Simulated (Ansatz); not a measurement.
**C₈H₁₈: one species, many methods**

The task here is to estimate one member of a computed series from the others.

Computed with Ansatz 0.2.0, Gaussian basis. Level: functionals in def2-TZVPP, the program's frozen cores in correlated methods.

The runs, in order: PBE-D4, r2SCAN-D4, PBE0-D4, B3LYP-D4, ωB97X-V, ωB97M-V, B2PLYP; CCSD(T)/def2-TZVPP; MP2/def2-QZVPP; extrapolation to the limit.

## Structure used throughout

All runs share one geometry, relaxed beforehand with PBE0-D4 in a triple-zeta def2 set.

SMILES `CCCCCC(C)C`, 26 atoms, charge 0, spin multiplicity 1.

Atoms are counted from 1 here; the program's logs count them from 0.

Bond lengths: C1–C2 1.521 Å, C1–H9 1.092 Å, C1–H10 1.092 Å, C1–H11 1.094 Å, C2–C3 1.523 Å, C2–H12 1.095 Å, C2–H13 1.097 Å, C3–C4 1.521 Å, C3–H14 1.097 Å, C3–H15 1.097 Å, C4–C5 1.523 Å, C4–H16 1.097 Å, C4–H17 1.094 Å, C5–C6 1.528 Å, C5–H18 1.097 Å, C5–H19 1.098 Å, C6–C7 1.522 Å, C6–C8 1.522 Å and more. Angles: C2–C1–H9 111.3°, C2–C1–H10 111.9°, C2–C1–H11 110.9°, H9–C1–H10 107.4°, H9–C1–H11 107.6°, H10–C1–H11 107.6°, C1–C2–C3 113.9°, C1–C2–H12 109.1°, C1–C2–H13 109.5°, C3–C2–H12 108.8°, C3–C2–H13 109.2°, H12–C2–H13 106.1°, C2–C3–C4 114.0°, C2–C3–H14 109.1°, C2–C3–H15 108.8°, C4–C3–H14 108.7°, C4–C3–H15 109.9°, H14–C3–H15 106.0° and more.

The first run:

File in.yaml:

```yaml
crystal:
  periodic: [false, false, false]
  atoms:
    - {symbol: C, position_ang: [1.971605, -2.443136, -1.070669]}
    - {symbol: C, position_ang: [0.497387, -2.683535, -0.786215]}
    - {symbol: C, position_ang: [-0.289104, -1.413289, -0.488589]}
    - {symbol: C, position_ang: [0.139544, -0.703819, 0.787290]}
    - {symbol: C, position_ang: [-0.746157, 0.475190, 1.169108]}
    - {symbol: C, position_ang: [-0.831101, 1.606768, 0.146082]}
    - {symbol: C, position_ang: [-1.771372, 2.693359, 0.647131]}
    - {symbol: C, position_ang: [0.536155, 2.189405, -0.180998]}
    - {symbol: H, position_ang: [2.479522, -3.372046, -1.340215]}
    - {symbol: H, position_ang: [2.490547, -2.026869, -0.204251]}
    - {symbol: H, position_ang: [2.100193, -1.742142, -1.901108]}
    - {symbol: H, position_ang: [0.044425, -3.186545, -1.646998]}
    - {symbol: H, position_ang: [0.395337, -3.375955, 0.057952]}
    - {symbol: H, position_ang: [-1.354854, -1.660652, -0.412745]}
    - {symbol: H, position_ang: [-0.196725, -0.732254, -1.343001]}
    - {symbol: H, position_ang: [0.129650, -1.427128, 1.611570]}
    - {symbol: H, position_ang: [1.177823, -0.369356, 0.698771]}
    - {symbol: H, position_ang: [-1.761482, 0.107889, 1.363848]}
    - {symbol: H, position_ang: [-0.389523, 0.896469, 2.117875]}
    - {symbol: H, position_ang: [-1.256699, 1.200164, -0.779852]}
    - {symbol: H, position_ang: [-1.387292, 3.142155, 1.569134]}
    - {symbol: H, position_ang: [-1.884553, 3.493514, -0.088960]}
    - {symbol: H, position_ang: [-2.764956, 2.291449, 0.862984]}
    - {symbol: H, position_ang: [0.448490, 3.019242, -0.887038]}
    - {symbol: H, position_ang: [1.019159, 2.573326, 0.723953]}
    - {symbol: H, position_ang: [1.203979, 1.447775, -0.625081]}
basis:
  gaussian: {orbitals: def2-TZVPP}
hamiltonian: {xc: pbe, dispersion: d4}
output: {forces: true, orbitals: {seedname: orbitals}}
```

Steps of the session up to this table: PBE-D4 (GGA); r2SCAN-D4 (meta-GGA); PBE0-D4 (hybrid); B3LYP-D4 (hybrid); ωB97X-V (range-separated); ωB97M-V (range-separated); B2PLYP (double hybrid); CCSD(T) in def2-TZVPP; MP2 in def2-QZVPP.

One of the session's tables, all rows but one given; the rest of the session is left out.

It belongs to the step «Atomisation energies». 

```
            method  atomisation energy (kJ/mol)
            PBE-D4                      10538.6
         r2SCAN-D4                      10391.2
           PBE0-D4                      10446.5
          B3LYP-D4                      10380.2
           ωB97X-V                      10385.7
           ωB97M-V                      10398.7
            B2PLYP                      10273.5
     HF/def2-TZVPP                            ?
    MP2/def2-TZVPP                      10246.2
   CCSD/def2-TZVPP                      10055.6
CCSD(T)/def2-TZVPP                      10168.7
           MP2/CBS                      10450.2
       CCSD(T)/CBS                      10372.7
```

Estimate the missing values for HF/def2-TZVPP.

**Answer.** atomisation energy (kJ/mol): 7908.2. In the column «atomisation energy (kJ/mol)» it is the lowest.
